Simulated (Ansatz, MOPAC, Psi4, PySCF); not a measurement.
Species: fluoroethene, C2H3F, net charge 0, singlet state. SMILES: FC=C
Geometry from a B3LYP-D3(BJ)/def2-TZVP (Ansatz, a program for electronic structure) optimisation:
```
C
C 1 1.3174
F 1 1.3475 2 122.16
H 2 1.0798 1 119.40 3 180.00
H 2 1.0810 4 119.01 1 180.00
H 1 1.0823 2 126.09 4 0.00
```
Charge 0, spin multiplicity 1.

Wanted: vertical ionisation energy to the doublet, in eV. Conventions: no spin-orbit coupling; non-relativistic; PM7 with its own dispersion and hydrogen-bond terms; 6-31G* and kin with 6d, 5d where marked; open shells spin-unrestricted; no dispersion term unless named; 6-311+G** with 5d; each state is the SCF solution reached for its charge and spin; valence correlation only. Ab initio and DFT rows: single points at B3LYP-D3(BJ) geometries (Ansatz). Semi-empirical rows: differences of heats of formation at the shared geometry for vertical values.

| level | program | vertical ionisation energy to the doublet (eV) |
|---|---|---|
| AM1 | MOPAC | 10.15 |
| PM3 | MOPAC | 10.62 |
| PM7 | MOPAC | 10.74 |
| PBE/6-311+G** | Ansatz | 10.47 |
| B3LYP/6-31G* | Ansatz | 10.20 |
| M06-2X/6-31G* (5d) | PySCF | 10.31 |
| wB97X-D/6-31G* | Psi4 | 10.22 |
| MP2/6-31G* | Ansatz | 10.15 |
| MP2/6-311+G** | Ansatz | 10.56 |
| PBE/def2-TZVPD | Ansatz | 10.42 |

No value to compare with is used here. The 9 habitual levels span 10.15 (MP2/6-31G*) to 10.74 eV (PM7); PBE/def2-TZVPD gives 10.42.

The levels are drawn from those run, B3LYP/6-31G* more often than the rest, none by its result; runs whose electronic state is in doubt are left out.
